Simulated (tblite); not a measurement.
Run record: tight-binding relaxation, `C=C/C=C/[S]` [radical].

Computed with GFN2-xTB geometry optimisation, gas phase (tblite 0.8.0). Start geometry: from a force field or distance geometry. The input is one job of a driver script: a line of settings, then coordinates in Å.

Command:
```bash
OMP_NUM_THREADS=1 python probes_run.py task.json out
```

Input:
```
{"job": {"kind": "relax", "xc": "GFN2-xTB", "basis": "xTB"}, "charge": 0, "multiplicity": 2}
C     -1.627600    -0.718400     0.635300
C     -0.756900    -0.127300    -0.190900
C      0.636800     0.092600     0.184100
C      1.520300     0.689100    -0.643000
S      3.188200     1.019000    -0.341200
H     -2.666800    -0.866300     0.317800
H     -1.352900    -1.048500     1.624500
H     -1.058100     0.199300    -1.165300
H      0.963500    -0.226900     1.167100
H      1.162500     0.992100    -1.610900
```

Output:
```
step      E/eV     max force
  0    -388.17868    1.351
  1    -388.21682    0.596
  2    -388.22605    0.305
  3    -388.23470    0.336
  4    -388.23757    0.160
  5    -388.23981    0.129
  6    -388.24114    0.100
  7    -388.24209    0.089
  8    -388.24257    0.083
  9    -388.24295    0.068
... (11 lines left out)
 21    -388.24479    0.022
 22    -388.24482    0.016
 23    -388.24485    0.017
 24    -388.24489    0.020
 25    -388.24493    0.019
 26    -388.24495    0.018
 27    -388.24497    0.017
 28    -388.24498    0.016
 29    -388.24500    0.012
 30    -388.24501    0.007
```

«max force» is the largest atomic force in eV/Å.

Problem. From which step on does the largest force stay under 0.1 eV/Å, and how much energy is left to gain from there?

Solution. From step 6 (0.100 eV/Å), 3.9 meV above the end.

Main results: energy lowered by 1.5 kcal/mol over 30 steps; largest atomic force 0.007 eV/Å at the end.

Problem. Where do the atoms end?

Solution. 0.042 Å rms from the input after alignment:
```
atom  x, y, z in Å
C1    -1.6246   -0.7151    0.6398
C2    -0.7423   -0.1285   -0.1811
C3     0.6202    0.0994    0.1663
C4     1.5135    0.6959   -0.6699
S5     3.1316    0.9760   -0.2783
H6    -2.6488   -0.8753    0.3519
H7    -1.3392   -1.0487    1.6237
H8    -1.0549    0.1976   -1.1652
H9     0.9524   -0.2194    1.1449
H10    1.2009    1.0229   -1.6547
```

On one thread, Arm Neoverse V2 (aarch64), no GPU, on a shared host, this took 0.1 s of wall time.
Labels such as C1 count atoms from 1, the log's own numbers from 0.
